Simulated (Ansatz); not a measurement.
`O/C=C(\O)F` and `O/C=C(/O)CF` differ in one atom or group (the configuration at the double bond changes too).

Ansatz, PBE0-D4/def2-TZVP geometries, multiplicity 1. Each molecule was computed in one conformer, which needn't be the lowest.

```json
{"property": "HOMO energy (PBE0/def2-TZVPP) / eV", "`O/C=C(\\O)F`": "-6.44"}
{"property": "LUMO energy (B3LYP/def2-TZVPP) / eV", "`O/C=C(\\O)F`": "0.21"}
{"property": "LUMO energy (ωB97M-V/def2-TZVPP) / eV", "`O/C=C(\\O)F`": "2.09"}
{"property": "ideal-gas entropy at 298 K and 1 bar (rigid rotor, harmonic PBE0-D4/def2-TZVP) / J/(mol·K)", "`O/C=C(\\O)F`": "300"}
{"property": "size of the dipole moment (PBE/def2-TZVPP) / D", "`O/C=C(\\O)F`": "2.45"}
{"property": "HOMO–LUMO gap (PBE/def2-TZVPP) / eV", "`O/C=C(\\O)F`": "4.85"}
```

**Question.** What does the change do to each property? (Estimate.)

**Answer.** Computed: 
```csv
property,`O/C=C(/O)CF`,shift
HOMO energy (PBE0/def2-TZVPP) / eV,-5.97,0.47
LUMO energy (B3LYP/def2-TZVPP) / eV,0.36,0.15
LUMO energy (ωB97M-V/def2-TZVPP) / eV,2.30,0.21
"ideal-gas entropy at 298 K and 1 bar (rigid rotor, harmonic PBE0-D4/def2-TZVP) / J/(mol·K)",343,43
size of the dipole moment (PBE/def2-TZVPP) / D,1.43,-1.02
HOMO–LUMO gap (PBE/def2-TZVPP) / eV,4.44,-0.41
```

With PBE0 the HOMO rises by 0.47 eV and the LUMO rises by 0.12 eV, so the gap narrows by about 0.35 eV. PBE moves the HOMO by 0.44 eV and ωB97M-V by 0.49 eV. The zero-point energy changes by 74.9 kJ/mol with +9 modes. Dipoles are sizes alone; their direction can turn. Modes under 60 cm⁻¹, often nearly free rotors, make the harmonic entropy too high.

B3LYP here is the variant with VWN-RPA as its local correlation; programs differ in this.
